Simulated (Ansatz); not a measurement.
# C₄H₆O₃: small, medium and large basis sets

The task here is to estimate one member of a computed series from the others.

Method: one geometry, several basis sets; program: Ansatz 0.2.0, Gaussian basis.

The runs, in order: PBE0-D4/def2-SVP; ωB97M-V/def2-SVP; PBE0-D4/def2-QZVPP; ωB97M-V/def2-QZVPP; the functionals' def2-TZVPP values are taken from earlier runs.

## The geometry

An earlier PBE0-D4 in a triple-zeta def2 set relaxation fixed the geometry.

SMILES `CC(=O)OC(C)=O`, 13 atoms, charge 0, spin multiplicity 1.

Atoms are counted from 1 here; the program's logs count them from 0.

Bond lengths: C1–C2 1.492 Å, C1–H8 1.091 Å, C1–H9 1.087 Å, C1–H10 1.093 Å, C2–O3 1.188 Å, C2–O4 1.383 Å, O4–C5 1.383 Å, C5–C6 1.492 Å, C5–O7 1.188 Å, C6–H11 1.087 Å, C6–H12 1.093 Å, C6–H13 1.091 Å. Angles: C2–C1–H8 110.3°, C2–C1–H9 109.7°, C2–C1–H10 109.0°, H8–C1–H9 110.6°, H8–C1–H10 107.3°, H9–C1–H10 109.9°, C1–C2–O3 126.9°, C1–C2–O4 110.1°, O3–C2–O4 122.9°, C2–O4–C5 120.4°, O4–C5–C6 110.1°, O4–C5–O7 122.9°, C6–C5–O7 126.9°, C5–C6–H11 109.7°, C5–C6–H12 109.0°, C5–C6–H13 110.3°, H11–C6–H12 109.9°, H11–C6–H13 110.6° and more.

Set-up of the first run:

in.yaml reads:

```yaml
crystal:
  periodic: [false, false, false]
  atoms:
    - {symbol: C, position_ang: [0.857694, -0.727522, 2.094180]}
    - {symbol: C, position_ang: [0.911478, -0.692011, 0.603181]}
    - {symbol: O, position_ang: [1.720701, -1.211246, -0.094258]}
    - {symbol: O, position_ang: [-0.174799, 0.003490, 0.104754]}
    - {symbol: C, position_ang: [-0.082144, 0.676027, -1.099909]}
    - {symbol: C, position_ang: [-1.420666, 0.738429, -1.756950]}
    - {symbol: O, position_ang: [0.928967, 1.159781, -1.492991]}
    - {symbol: H, position_ang: [-0.133019, -1.038577, 2.429180]}
    - {symbol: H, position_ang: [1.619391, -1.404485, 2.472526]}
    - {symbol: H, position_ang: [1.030528, 0.279981, 2.480321]}
    - {symbol: H, position_ang: [-1.375701, 1.399662, -2.618546]}
    - {symbol: H, position_ang: [-1.708241, -0.266882, -2.074260]}
    - {symbol: H, position_ang: [-2.174190, 1.083343, -1.047219]}
basis:
  gaussian: {orbitals: def2-SVP}
hamiltonian: {xc: pbe0, dispersion: d4}
output: {orbitals: {seedname: orbitals}}
```

Run with:

```bash
$ ansatz run in.yaml --threads 2 --pin off --events-out ev --progress --plain --max-ram 32768MiB --backend cpu
```

Steps of the session up to this table: PBE0-D4 in def2-SVP; ωB97M-V in def2-SVP; PBE0-D4 in def2-QZVPP; ωB97M-V in def2-QZVPP.

One of the session's tables, all rows but one given; the rest of the session is left out.

It belongs to the step «Density functionals: the series». 

```
functional       basis  HOMO (eV)
   PBE0-D4    def2-SVP      -7.98
   PBE0-D4  def2-TZVPP      -8.08
   PBE0-D4  def2-QZVPP      -8.12
   ωB97M-V    def2-SVP          ?
   ωB97M-V  def2-TZVPP     -10.48
   ωB97M-V  def2-QZVPP     -10.52
```

Estimate the missing values for ωB97M-V, def2-SVP.

The run gave: HOMO (eV): -10.36. In the column «HOMO (eV)» it lies between ωB97M-V, def2-TZVPP (-10.48) and PBE0-D4, def2-QZVPP (-8.12).
